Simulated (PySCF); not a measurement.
C4H6O2.
Atom-mapped SMILES: `[O:1]=[C:2]([OH:3])[CH:4]1[CH2:5][CH2:6]1` (hydrogens: H7 on O3; H8 on C4; H9, H10 on C5; H11, H12 on C6)

Computed by this run: PBE0-D3(BJ)/def2-TZVP geometry optimisation, gas phase in PySCF; density fitting, grid level 2; the optimiser is geomeTRIC in internal coordinates, started from a GFN2-xTB structure with every atom displaced at random (about 0.01 Å).

At the end of the run (lengths in Å): C4–C5 1.509, C5–H9 1.082, C2–C4 1.473, O3–H7 0.967, C4–C6 1.509, C6–H11 1.082, C2–O3 1.345, O1–C2–C4 125.5°, C2–C4–C5 116.8°, O3–C2–C4 112.1°, O1–C2–O3 122.5°, O1–C2–C4–C5 33°, C2–C4–C5–C6 -106°, C2–C4–C6–C5 107°, H7–O3–C2–O1 0°.

Task: These geometries were met on the way; a selection of coordinates is given. Order them by energy above the end point, lowest first.
A. C4–C5 1.513, C5–H9 1.083, C2–C4 1.475, O3–H7 0.969, C4–C6 1.509, C6–H11 1.082, C2–O3 1.347, O1–C2–C4 125.0°, C2–C4–C5 116.5°, O3–C2–C4 112.8°, O1–C2–O3 122.2°, O1–C2–C4–C5 32°, C2–C4–C5–C6 -108°, C2–C4–C6–C5 106°, H7–O3–C2–O1 -8°
B. C4–C5 1.545, C5–H9 1.049, C2–C4 1.442, O3–H7 0.994, C4–C6 1.535, C6–H11 1.065, C2–O3 1.329, O1–C2–C4 127.8°, C2–C4–C5 117.4°, O3–C2–C4 111.0°, O1–C2–O3 121.2°, O1–C2–C4–C5 33°, C2–C4–C5–C6 -108°, C2–C4–C6–C5 106°, H7–O3–C2–O1 1°
C. C4–C5 1.517, C5–H9 1.088, C2–C4 1.478, O3–H7 0.961, C4–C6 1.509, C6–H11 1.083, C2–O3 1.345, O1–C2–C4 124.2°, C2–C4–C5 114.6°, O3–C2–C4 113.9°, O1–C2–O3 121.8°, O1–C2–C4–C5 30°, C2–C4–C5–C6 -107°, C2–C4–C6–C5 104°, H7–O3–C2–O1 -13°
D. C4–C5 1.510, C5–H9 1.082, C2–C4 1.474, O3–H7 0.967, C4–C6 1.509, C6–H11 1.082, C2–O3 1.345, O1–C2–C4 125.4°, C2–C4–C5 117.2°, O3–C2–C4 112.0°, O1–C2–O3 122.6°, O1–C2–C4–C5 33°, C2–C4–C5–C6 -107°, C2–C4–C6–C5 107°, H7–O3–C2–O1 1°

Result: D (0.001 eV), A (0.014 eV), C (0.064 eV), B (0.121 eV).

```tsv
step	E above end (eV)	rms distance from the end, all atoms (Å)	largest force (eV/Å)	rms shift of all bonds from the end (Å)
5	0.001	0.006	0.079	0.000
2	0.014	0.038	0.225	0.002
1	0.064	0.081	0.632	0.004
0	0.121	0.035	2.027	0.022
```

Rows stand in the order of the answer.
